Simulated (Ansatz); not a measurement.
# CH5N (triplet): from Hartree-Fock to the top rungs at distance C1–H5 along a hydrogen transfer = 1.345 Å, cc-pVDZ

One table from this session's results is given with a row withheld; the runs are named, their logs left out.

Method: cc-pVDZ, core rule «outside noble gas», up to 2 orbitals frozen; program: Ansatz 0.2.0, Gaussian basis.

To be run: UHF; CCSD(T) on ROHF; CCSD(T) on UHF; BCCD(T) on ROHF; CISD; CCSDT(Q) on ROHF; CCSDT(Q) on UHF; CASSCF and MRCISD+Q, 4 electrons in 4 orbitals; CASSCF and NEVPT2, 4 electrons in 4 orbitals.

## What is computed

The geometry derives from fragments relaxed apart (PBE0/def2-TZVP) and kept rigid, so it is no stationary point. A hydrogen atom is moved between rigid fragments.

7 atoms, charge 0, spin multiplicity 3.

Atoms are counted from 1 here; the program's logs count them from 0.

Bond lengths: C1–H2 1.090 Å, C1–H3 1.090 Å, C1–H4 1.090 Å, C1–H5 1.345 Å, H5–N6 1.040 Å, N6–H7 1.040 Å. Angles: H2–C1–H3 109.5°, H2–C1–H4 109.5°, H2–C1–H5 109.5°, H3–C1–H4 109.5°, H3–C1–H5 109.5°, H4–C1–H5 109.5°, C1–H5–N6 180.0°, H5–N6–H7 105.0°.

Coordinates:

| atom | x (Å) | y (Å) | z (Å) |
| --- | --- | --- | --- |
| C1 | -1.1701 | 0.0326 | 0.0000 |
| H2 | -1.5333 | 1.0599 | 0.0000 |
| H3 | -1.5333 | -0.4811 | 0.8897 |
| H4 | -1.5333 | -0.4811 | -0.8897 |
| H5 | 0.1749 | 0.0326 | 0.0000 |
| N6 | 1.2149 | 0.0326 | 0.0000 |
| H7 | 1.4840 | -0.9716 | 0.0000 |

The first run:

Contents of in.yaml:

```yaml
crystal:
  periodic: [false, false, false]
  atoms:
    - {symbol: C, position_ang: [-1.170056, 0.032592, 0.000000]}
    - {symbol: H, position_ang: [-1.533262, 1.059892, 0.000000]}
    - {symbol: H, position_ang: [-1.533262, -0.481059, 0.889668]}
    - {symbol: H, position_ang: [-1.533261, -0.481059, -0.889669]}
    - {symbol: H, position_ang: [0.174944, 0.032592, 0.000000]}
    - {symbol: N, position_ang: [1.214944, 0.032592, 0.000000]}
    - {symbol: H, position_ang: [1.484026, -0.971635, 0.000000]}
basis:
  gaussian: {orbitals: cc-pVDZ}
magnetization: {spin_polarized: true, initial_magnetization: 2}
hamiltonian: {xc: hf}
output: {orbitals: {seedname: orbitals}}
```

Command:

```sh
$ ansatz run in.yaml --threads 1 --pin off --events-out ev --progress --plain --max-ram 4096MiB --backend cpu
```

Steps of the session up to this table: UHF; CCSD(T) on ROHF; CCSD(T) on UHF; BCCD(T) on ROHF; CISD; CCSDT(Q) on ROHF; CCSDT(Q) on UHF; CASSCF and MRCISD+Q, 4 electrons in 4 orbitals; CASSCF and NEVPT2, 4 electrons in 4 orbitals.

One of the session's tables, all rows but one given; the rest of the session is left out.

It belongs to the step «Misses and costs». 

```
       method  from UCCSDT(Q) (kcal/mol)
         ROHF                    +218.75
          UHF                    +210.56
         RMP2                     +29.98
         UMP2                     +31.09
         CISD                          ?
        RCCSD                      +5.56
        UCCSD                      +5.37
     RCCSD(T)                      +0.83
     UCCSD(T)                      +0.83
      BCCD(T)                      +0.83
       RCCSDT                      +0.31
       UCCSDT                      +0.27
    RCCSDT(Q)                      +0.03
    UCCSDT(Q)                          0
  CASSCF pair                    +204.11
  NEVPT2 pair                     +30.94
  MRCISD pair                     +21.25
MRCISD+Q pair                      +2.80
```

Estimate the missing values for CISD.

As computed: from UCCSDT(Q) (kcal/mol): +23.49. In the column «from UCCSDT(Q) (kcal/mol)» it lies between MRCISD pair (+21.25) and RMP2 (+29.98).

Caveats from the session: Restricted and unrestricted rows rest on different reference determinants; where their highest levels disagree by more than a few hundredths of an eV, they describe different states and don't form one ladder.
